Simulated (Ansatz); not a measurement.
**Worked example: H2Al–CH3⁺, quartet against H2Al–CH3, triplet**

Geometry (PBE0/def2-TZVP stationary point of a triplet), kept for both states (H2Al–CH3, triplet: A; H2Al–CH3⁺, quartet: A):

```xyz
7

Al   -0.0756    0.0440    0.7806
C     0.0338   -0.0741   -1.4575
H     0.7854    1.3182    0.1705
H     0.7928   -1.1841    1.3321
H    -0.4616   -1.0447   -1.3779
H    -0.5650    0.7250   -1.8764
H     1.0678   -0.1093   -1.7772
```

Basis cc-pVTZ; Ansatz 0.2.0. Correlated methods freeze the noble-gas cores. Prefix R: restricted or restricted open-shell reference; prefix U: unrestricted.

Full CI isn't at hand for all of this; UCCSDT(Q) serves as the reference, and is uncertain by about the last step of the cluster series.

```tsv
level	E(H2Al–CH3, triplet) (hartree)	E(H2Al–CH3⁺, quartet) (hartree)
UHF	-282.602948	-282.255340
UMP2	-282.845014	-282.466241
UCCSD(T)	-282.893266	-282.512196
PBE	-283.225653	-282.849372
r2SCAN	-283.378027	-283.002392
UCCSDT(Q)	-282.894961	-282.513772
```

Q: Give the vertical gap, H2Al–CH3⁺ quartet less H2Al–CH3 triplet, at each level in eV (1 hartree = 27.2114 eV), and each error against UCCSDT(Q).

A: UCCSDT(Q): (-282.513772 − (-282.894961)) × 27.2114 = 10.373 eV (the reference)
r2SCAN: (-283.002392 − (-283.378027)) × 27.2114 = 10.222 eV, error -0.151 eV
PBE: (-282.849372 − (-283.225653)) × 27.2114 = 10.239 eV, error -0.134 eV
UCCSD(T): (-282.512196 − (-282.893266)) × 27.2114 = 10.369 eV, error -0.004 eV
UMP2: (-282.466241 − (-282.845014)) × 27.2114 = 10.307 eV, error -0.066 eV
UHF: (-282.255340 − (-282.602948)) × 27.2114 = 9.459 eV, error -0.914 eV

Total energies of functionals can't be set beside those of wave-function methods, since they hold the core's correlation and their own absolute errors; only the differences compare.

The reference still carries a basis error, for a change of charge of the order of 0.1 eV, so smaller errors of functionals can't be ranked.

Each level lands on the state that its own search finds. T1 diagnostics of restricted CCSD: 0.035 and 0.052.
